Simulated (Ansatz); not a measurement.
**C₂H₃F₃S: basis-set convergence**

The task here is to estimate one member of a computed series from the others.

Program: Ansatz 0.2.0, Gaussian basis. Level of theory: one geometry, several basis sets. These are calculated values, not measurements.

The runs, in order: PBE0-D4/def2-SVP; ωB97M-V/def2-SVP; PBE0-D4/def2-QZVPP; ωB97M-V/def2-QZVPP; the functionals' def2-TZVPP values are taken from earlier runs.

## Structure used throughout

An earlier PBE0-D4 in a triple-zeta def2 set relaxation fixed the geometry.

9 atoms, charge 0, spin multiplicity 1.

Atoms are counted from 1 here; the program's logs count them from 0.

Bond lengths: C1–S2 1.799 Å, C1–H7 1.090 Å, C1–H8 1.089 Å, C1–H9 1.089 Å, S2–C3 1.797 Å, C3–F4 1.338 Å, C3–F5 1.331 Å, C3–F6 1.338 Å. Angles: S2–C1–H7 105.7°, S2–C1–H8 111.0°, S2–C1–H9 111.0°, H7–C1–H8 109.1°, H7–C1–H9 109.1°, H8–C1–H9 110.8°, C1–S2–C3 98.4°, S2–C3–F4 112.9°, S2–C3–F5 108.3°, S2–C3–F6 112.9°, F4–C3–F5 108.0°, F4–C3–F6 106.4°, F5–C3–F6 108.0°.

Geometry (Å):

```xyz
9
charge 0, multiplicity 1
C    -0.2646   -1.1001    0.8101
S     1.1807   -0.3345    0.0601
C     0.3524    1.0228   -0.7768
F    -0.5501    0.6094   -1.6736
F     1.2706    1.7420   -1.4182
F    -0.2965    1.8356    0.0645
H     0.1125   -1.9583    1.3663
H    -0.9619   -1.4474    0.0492
H    -0.7544   -0.4158    1.5013
```

Set-up of the first run:

The input, in.yaml:

```yaml
crystal:
  periodic: [false, false, false]
  atoms:
    - {symbol: C, position_ang: [-0.264557, -1.100088, 0.810138]}
    - {symbol: S, position_ang: [1.180656, -0.334511, 0.060101]}
    - {symbol: C, position_ang: [0.352418, 1.022751, -0.776842]}
    - {symbol: F, position_ang: [-0.550054, 0.609373, -1.673643]}
    - {symbol: F, position_ang: [1.270569, 1.742003, -1.418169]}
    - {symbol: F, position_ang: [-0.296527, 1.835610, 0.064455]}
    - {symbol: H, position_ang: [0.112472, -1.958337, 1.366302]}
    - {symbol: H, position_ang: [-0.961941, -1.447420, 0.049246]}
    - {symbol: H, position_ang: [-0.754434, -0.415783, 1.501312]}
basis:
  gaussian: {orbitals: def2-SVP}
hamiltonian: {xc: pbe0, dispersion: d4}
output: {orbitals: {seedname: orbitals}}
```

On the command line:

```sh
$ ansatz run in.yaml --threads 4 --pin off --events-out ev --progress --plain --max-ram 10444MiB
```

Steps of the session up to this table: PBE0-D4 in def2-SVP; ωB97M-V in def2-SVP; PBE0-D4 in def2-QZVPP; ωB97M-V in def2-QZVPP.

One table of the session follows, with a row left open; its other results are not shown here.

It belongs to the step «Functionals by basis». 

```
functional       basis  HOMO (eV)  LUMO (eV)
   PBE0-D4    def2-SVP      -7.44       0.64
   PBE0-D4  def2-TZVPP      -7.51       0.09
   PBE0-D4  def2-QZVPP          ?          ?
   ωB97M-V    def2-SVP      -9.67       2.79
   ωB97M-V  def2-TZVPP      -9.77       2.05
   ωB97M-V  def2-QZVPP      -9.81       1.50
```

Q: Estimate the row for PBE0-D4, def2-QZVPP from the others.

The run gave: HOMO (eV): -7.54; LUMO (eV): -0.12. In the column «HOMO (eV)» it lies between ωB97M-V, def2-SVP (-9.67) and PBE0-D4, def2-TZVPP (-7.51).
